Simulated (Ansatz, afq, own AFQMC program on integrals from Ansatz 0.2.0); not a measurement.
**MgHSe, doublet: AFQMC among the cluster methods**

```xyz
3

Se    0.0000    0.0000    2.1876
Mg    0.0000    0.0000   -0.2465
H     0.0000    0.0000   -1.9411
```

Connectivity, by distances: Se–MgH.

Basis cc-pVDZ. Noble-gas cores (and the filled d shells of Ga–Kr and In–Xe) are frozen. Integrals, coupled cluster, full CI and functionals: Ansatz 0.2.0; the random walks run on the same integrals in our own AFQMC program. The CISD trial takes its coefficients from CCSD amplitudes. Released means that phaseless walkers are propagated on without the constraint, phases kept. Error bars are statistical, one sigma. No spin–orbit coupling.

Determinant: UHF, the one that the program's search chose, which needn't be the lowest solution. The geometry is a PBE0/def2-TZVP stationary point of this or a neighbouring charge and spin state.

No full CI on the walks' own integrals is used here; CCSDT(Q) serves as the reference and is uncertain by about the last step of the cluster series.

Cautions: no relativity below Rb; no spin-orbit coupling; inner d shell frozen.

* T1 diagnostic: 0.0125
* weight of the determinant in the CISD state: 0.911
* ⟨S²⟩ of the determinant: 0.757
* size of the correlated space: 9 electrons in 31 orbitals

Reference: CCSDT(Q), correlation energy -4.053 eV. The released energy is read at 2.40 1/Eh (meV from the phaseless value at times in 1/Eh: -7 ± 7 at 0.24, -8 ± 7 at 0.51, 0 ± 5 at 0.99, -12 ± 6 at 1.62, -9 ± 7 at 2.40).

| level | E − E(reference) (meV) | share of correlation (%) |
| --- | --- | --- |
| HF | 4052.6 | 0.00 |
| MP2 | 742.6 | 81.68 |
| CCSD | 92.6 | 97.72 |
| CCSD(T) | 20.4 | 99.50 |
| CCSDT | 6.0 | 99.85 |
| ph-AFQMC/CISD | 8.5 ± 7.4 | 99.79 |
| released AFQMC | -0.9 ± 7.3 | 100.02 |

A walk keeps the symmetry of its determinant, which the program's search chose and which needn't be the lowest solution, so a lower state of the same spin and another symmetry isn't excluded. Released energies are given only where the last usable release times agree within the noise; a slower fall can still hide under it.
